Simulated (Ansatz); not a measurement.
This was printed by a script on the Ansatz DFT code, driven from Python, for a geometry optimisation of C₄H₇FO, SMILES CC=C(F)OC. What did the script look like? Level of theory: PBE0, 6-31G* basis, multiplicity 1.

Running `python run_opt.py` prints:
```text
reference energy     -9015.063739 eV
total energy         -9015.063739 eV
occupied orbitals outside the frozen core (up, down): [24, 24]  frozen: 0  virtual: [80, 80]
final positions (A) and the move of each atom
C    -2.31983   -0.38680   -0.12706    0.0395
C    -1.08951    0.06291    0.60418    0.0407
C     0.12452    0.04116    0.06219    0.1320
F     0.31592   -0.39327   -1.19317    0.2142
O     1.24989    0.43239    0.67643    0.0661
C     2.46596    0.34406   -0.04709    0.0794
H    -2.50169    0.20046   -1.03567    0.0482
H    -3.20121   -0.28093    0.51089    0.0822
H    -2.26141   -1.43910   -0.43162    0.0482
H    -1.15715    0.42819    1.62256    0.0448
H     3.23373    0.70840    0.63643    0.1031
H     2.69197   -0.68839   -0.33337    0.1026
H     2.44879    0.97094   -0.94470    0.1026
```

The script that was run (others could print the same):

`run_opt.py`
```python
# -*- coding: utf-8 -*-
"""Minimum-energy structure of C4H7FO."""

import ansatz as az
import numpy as np
from rdkit import Chem
from rdkit.Chem import AllChem

SETTINGS = {
    "basis": "6-31G*",
    "functional": "PBE0",
}

# start geometry from RDKit
rd = Chem.AddHs(Chem.MolFromSmiles("CC=C(F)OC"))
AllChem.EmbedMolecule(rd, randomSeed=649)
AllChem.UFFOptimizeMolecule(rd)
mol = az.Crystal.molecule()
for atom, xyz in zip(rd.GetAtoms(), rd.GetConformer().GetPositions()):
    mol = mol.atom(atom.GetSymbol(), xyz.round(5).tolist())

model = mol.calculation().basis(gaussian=SETTINGS["basis"]).functional(SETTINGS["functional"])
symbols = [site.symbol for site in mol.cartesian_sites]
start = np.array([site.position_ang for site in mol.cartesian_sites], dtype=float)
data = model.relax(force_tolerance=0.01, max_steps=100).run(threads=1).report
end = np.array(data["positions_ang"])

print("reference energy %16.6f eV" % data["reference_energy_ev"])
print("total energy     %16.6f eV" % data["free_energy_ev"])
print("occupied orbitals outside the frozen core (up, down):", data["n_occupied"], " frozen:", data["n_frozen"], " virtual:", data["n_virtual"])

print("final positions (A) and the move of each atom")
for symbol, xyz, old in zip(symbols, end, start):
    print(f"{symbol:2s} {xyz[0]:10.5f} {xyz[1]:10.5f} {xyz[2]:10.5f}   {np.linalg.norm(xyz - old):7.4f}")
```

What to keep in mind:
- Total energies depend on the basis set; only differences at equal settings carry meaning.
- The end point is the stationary point reached from this start; no frequency run checks that it is a minimum, and the basis set is modest.
- The whole script took 36 s on 1 thread of Arm Neoverse V2, with other jobs on the host, peak memory 0.35 GiB.
